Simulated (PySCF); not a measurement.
Mapped SMILES: `[NH2:1][PH2:2]`. Hydrogens are named by the atom that carries them.

PySCF 2.14.0 with density-fitted response routines calculation with GIAO PBE0/pcSseg-2 shieldings and coordinates at the PBE0-D3(BJ)/def2-TZVP level; one conformer, no relativistic terms, in vacuum, averaged over atoms made equivalent by symmetry, fast rotation or ring inversion.

Referencing at the same level of theory: ¹H (σref 31.52) vs TMS; ¹⁵N (σref 263.78) against NH3; ³¹P (σref 310.75) against H3PO4.

| atoms | nucleus | count | Hirshfeld charge | δ (ppm) |
| --- | --- | --- | --- | --- |
| H(P2) | ¹H | 2 | -0.03 | 5.42 |
| H(N1) | ¹H | 2 | 0.12 | ? |
| N1 | ¹⁵N | 1 | -0.28 | ? |
| P2 | ³¹P | 1 | 0.10 | -81.4 |

Fill in the missing shifts.

Results:


- H(N1): 0.57 ppm, hydrogen on a nitrogen bonded to P; labile proton, position sensitive to the medium
- N1: -4.8 ppm, nitrogen bonded to P, 2 H

Exchangeable OH/NH protons stand at their gas-phase positions; hydrogen bonding in a real sample shifts them, mostly to higher δ. Experimental scales use liquid or dissolved standards, which lie at an offset from isolated NH3 (liquid NH3: subtract about 20 ppm) and H3PO4.
